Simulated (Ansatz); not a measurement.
**AlLiH2 (singlet): the correlation ladder at distance Al1–Li2 = 2.150 Å, 6-31G**

One table from this session's results is given with a row withheld; the runs are named, their logs left out.

Program: Ansatz 0.2.0, Gaussian basis. Level of theory: 6-31G, core rule «outside noble gas», up to 6 orbitals frozen. These are calculated values, not measurements.

Plan: UHF; CCSD(T) on RHF; BCCD(T) on RHF; CISD; CCSDT(Q) on RHF; CCSDTQ on RHF; CASSCF and MRCISD+Q, 2 electrons in 2 orbitals; CASSCF and NEVPT2, 2 electrons in 2 orbitals; Full CI.

41 further runs of the same task are left out: 22 for a known fault of the program, 15 that didn't finish, 4 set aside as unsound or not needed.

## The geometry

The geometry derives from a PBE0/def2-TZVP stationary point (not a proven minimum). One bond is set to the value named and the two fragments are kept rigid.

4 atoms, charge 0, spin multiplicity 1.

Atoms are counted from 1 here; the program's logs count them from 0.

Bond lengths: Al1–Li2 2.150 Å, Al1–H3 1.618 Å, Al1–H4 1.618 Å. Angles: Li2–Al1–H3 126.1°, Li2–Al1–H4 126.1°, H3–Al1–H4 107.9°.

Coordinates:

```
Al    0.00000    0.00000    0.36182
Li    0.00000    0.00000   -1.78818
H     0.00000    1.30786    1.31423
H     0.00000   -1.30786    1.31423
```

The first run:

File in.yaml:

```yaml
crystal:
  periodic: [false, false, false]
  atoms:
    - {symbol: Al, position_ang: [0.000000, 0.000000, 0.361819]}
    - {symbol: Li, position_ang: [0.000000, 0.000000, -1.788181]}
    - {symbol: H, position_ang: [0.000000, 1.307862, 1.314228]}
    - {symbol: H, position_ang: [0.000000, -1.307862, 1.314228]}
basis:
  gaussian: {orbitals: 6-31G}
magnetization: {spin_polarized: true, initial_magnetization: 0}
hamiltonian: {xc: hf}
output: {orbitals: {seedname: orbitals}}
```

The run is started by

```console
$ ansatz run in.yaml --threads 1 --pin off --events-out ev --progress --plain --max-ram 2393MiB
```

Steps of the session up to this table: UHF; CCSD(T) on RHF; BCCD(T) on RHF; CISD; CCSDT(Q) on RHF; CCSDTQ on RHF; CASSCF and MRCISD+Q, 2 electrons in 2 orbitals; CASSCF and NEVPT2, 2 electrons in 2 orbitals; Full CI.

One of the session's tables, all rows but one given; the rest of the session is left out.

```
       method  from FCI (meV)
          RHF         +1741.1
         RMP2          +566.9
         CISD          +102.6
        RCCSD               ?
     RCCSD(T)           +12.3
      BCCD(T)           +12.2
       RCCSDT            +2.1
    RCCSDT(Q)            +0.6
      RCCSDTQ             0.0
  CASSCF pair         +1341.7
  NEVPT2 pair          +482.1
  MRCISD pair           +63.3
MRCISD+Q pair           -15.3
          FCI               0
```

**Question.** Estimate the row for RCCSD.

As computed: from FCI (meV): +37.5. In the column «from FCI (meV)» it lies between RCCSD(T) (+12.3) and MRCISD pair (+63.3).

Limits of these values: MRCISD+Q pair falls below full CI: the +Q correction isn't variational, and the cores differ from full CI's.
